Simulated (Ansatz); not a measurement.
Reaction: CH3NO (SMILES NC=O) → CH2NO (SMILES [C](N)=O, doublet) + H (doublet) (the C-H bond breaks)
Each species at its own B3LYP-D3(BJ)/def2-TZVP minimum (Ansatz, a program for electronic structure), one conformer.

Total energies in hartree (Ansatz). Open shells are spin-unrestricted; no spin-orbit coupling. Cores are frozen in correlated methods. No relativity. For partners of very few electrons the exact lower level stands in for a higher one.

```csv
species,HF/cc-pVTZ,CCSD(T)/cc-pVTZ,HF/cc-pVQZ,CCSD(T)/cc-pVQZ,CCSD(T)/cc-pVDZ,CCSDT(Q)/cc-pVDZ
1: CH3NO (SMILES C(=O)N),-169.00155,-169.64159,-169.01492,-169.69553,-169.46438,-169.46646
"2: CH2NO (SMILES [C](=O)N, doublet)",-168.37566,-168.98389,-168.38880,-169.03628,-168.81390,-168.81627
3: H (doublet),-0.49981,-0.49981,-0.49995,-0.49995,-0.49928,-0.49928
```

Work out the bond dissociation energy (electronic) in kcal/mol: take Hartree-Fock from cc-pVQZ, extrapolate the CCSD(T) correlation energy as X^-3 (X = 3, 4), and add CCSDT(Q) - CCSD(T) in cc-pVDZ. 1 hartree = 627.51 kcal/mol.


Species 1: correlation (64·(-0.68061) - 27·(-0.64004))/37 = -0.71022; step -0.00208; E1 = -169.01492 + (-0.71022) + (-0.00208) = -169.72722
Species 2: correlation (64·(-0.64748) - 27·(-0.60823))/37 = -0.67612; step -0.00237; E2 = -168.38880 + (-0.67612) + (-0.00237) = -169.06729
Species 3: correlation (64·(0.00000) - 27·(0.00000))/37 = 0.00000; step +0.00000; E3 = -0.49995 + (0.00000) + (+0.00000) = -0.49995
-1·E1 +1·E2 +1·E3 = 0.15998 hartree = 100.4 kcal/mol.
